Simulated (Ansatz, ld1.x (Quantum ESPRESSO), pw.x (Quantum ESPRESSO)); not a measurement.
## Equation-of-state test of one PAW potential (P)

```
Element                 : phosphorus (P)
Generator               : ld1.x (Quantum ESPRESSO) 7.5
Type                    : PAW
Functional              : LDA (PW92)
Relativity              : scalar-relativistic
Frozen core             : [Ne]
Valence charge          : 5
Reference configuration : 3s2 3p2 (charge +1)
Partial waves           : 3s (bound): rcut 1.40, rcutus 1.60 bohr; 3s channel at 2.2 Ry: rcut 1.40, rcutus 1.60 bohr; 3p (bound): rcut 1.95, rcutus 2.15 bohr; 3p channel at 0.5 Ry: rcut 1.95, rcutus 2.15 bohr; 3d channel at 0.05 Ry: rc 2.20 bohr
Local potential         : the d channel
Core correction         : none
Augmentation charge     : PSQ, inside the norm-conserving radii
```

Crystal test: sc P in pw.x 7.5, no spin, 14³ k-points, Fermi–Dirac smearing 0.01 Ry, cutoffs 40/320 Ry. The reference is all-electron LAPW (Ansatz 0.2.0) with the same functional, mesh and smearing; V0 and B0 come from Birch–Murnaghan fits to the pressures at five volumes. Errors are pseudo minus all-electron; Δ is the rms difference of the E(V) curves that follow from these fits, minima aligned, over ±6 % about the mean V0. Mesh and smearing are coarse, so the numbers serve the comparison and aren't converged zero-temperature values; the lattice is a test structure that the element need not adopt.

All-electron: a0 = 2.415 Å (V0 = 14.09 Å³/atom), B0 = 120.8 GPa.

Question: How far does the potential miss the all-electron equation of state?

Answer: mean pressure error (GPa): +1.48; a0 (Å): 2.425; a0 error (%): +0.40; B0 error (%): -2.9; Δ (meV/atom): 4.4. Atomic configuration tests: test run stopped at test 4 of 9 (negative rho).

```json
{"V (Å³/atom)": "13.333", "P all-electron (GPa)": "7.83", "P pseudo (GPa)": "9.55"}
{"V (Å³/atom)": "13.684", "P all-electron (GPa)": "3.84", "P pseudo (GPa)": "5.43"}
{"V (Å³/atom)": "14.035", "P all-electron (GPa)": "0.49", "P pseudo (GPa)": "1.97"}
{"V (Å³/atom)": "14.386", "P all-electron (GPa)": "-2.33", "P pseudo (GPa)": "-0.96"}
{"V (Å³/atom)": "14.737", "P all-electron (GPa)": "-4.77", "P pseudo (GPa)": "-3.51"}
```

Question: At the middle volume, how do free energy and pressure move when the wave cutoff is lowered (ecutrho held at 320 Ry)?

Answer:

```tsv
cutoff (Ry)	shift of F (meV/atom)	shift of P (GPa)
18	+52.6	-0.33
24	+16.1	-0.38
32	+0.8	-0.09
```

The run at the middle volume (120 k-points, 6 iterations) took about 3.7 s on one core of a shared host (Intel(R) Xeon(R) Platinum 8488C, 96 threads, 744 GiB, load 44).
